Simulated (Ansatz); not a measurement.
We consider litharge SnO, described by PBEsol-D3(BJ) (PAW; Ansatz, a first-principles code).

Numerical settings: plane-wave cutoff 520 eV, 10×10×8 k mesh (along the axes of the cell as run), Fermi–Dirac smearing 0.01 eV, scalar-relativistic PAW data made under PBE.

Response to compression and expansion:

Shape and atoms are relaxed at each volume.

```json
[
 {"V (Å³/atom)": "15.585", "P (GPa)": "2.02", "c (Å)": "4.456", "a (Å)": "3.740"},
 {"V (Å³/atom)": "15.910", "P (GPa)": "0.97", "c (Å)": "4.505", "a (Å)": "3.758"},
 {"V (Å³/atom)": "16.235", "P (GPa)": "0.00", "c (Å)": "4.562", "a (Å)": "3.773"},
 {"V (Å³/atom)": "16.559", "P (GPa)": "-0.89", "c (Å)": "4.626", "a (Å)": "3.784"},
 {"V (Å³/atom)": "16.884", "P (GPa)": "-1.54", "c (Å)": "4.686", "a (Å)": "3.796"}
]
```

Note: the gap of the solid is closed in this run; this level leaves the solid without a gap, although one is measured; the bulk modulus comes from volumes at which shape and atoms were relaxed.
